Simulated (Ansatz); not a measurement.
Ideal-gas functions of CCl4 at 600 K and 1 bar, from an Ansatz frequency run at PBE0-D4/def2-TZVP.

Molar mass 153.82 g/mol, point group Td (symmetry number 12), electronic degeneracy 1, moments of inertia 293.801, 293.801, 293.801 u Å². Harmonic wavenumbers (cm⁻¹, unscaled): 217, 217, 317, 317, 317, 471, 791, 791, 791.

Use S(trans) = R[1.5 ln M + 2.5 ln T − 1.1517]; rotational temperatures θ = 24.2544 K / I; S(rot) = R[ln(√π/σ · √(T³/θAθBθC)) + 1.5]; for each mode x = 1.438777 ν̃/T, S = R[x/(eˣ − 1) − ln(1 − e⁻ˣ)] and H = RT x/(eˣ − 1); 1 cm⁻¹ = 0.0119627 kJ/mol; R = 8.31446 J/(mol·K).

Q: By hand: the entropy, in J/(mol·K).

A: Translation 186.2. Rotation: θ = 0.0826, 0.0826, 0.0826 K, giving 107.5. Vibration, mode by mode: 13.84, 13.84, 10.79, 10.79, 10.79, 7.73, 4.14, 4.14, 4.14, in all 80.2. Electronic 0.0. Sum 373.9 J/(mol·K).

Q: By hand: H − E and G − E in kJ/mol, counted from the electronic energy.

A: Zero-point energy ½ × 4229 × 0.0119627 = 25.3; thermal vibration 25.3; translation, rotation and pV give 4 RT = 20.0. H − E = 70.6 kJ/mol, and G − E = 70.6 − 600 × 373.9/1000 = -153.7 kJ/mol.

Vibration gives 21 % of the entropy.
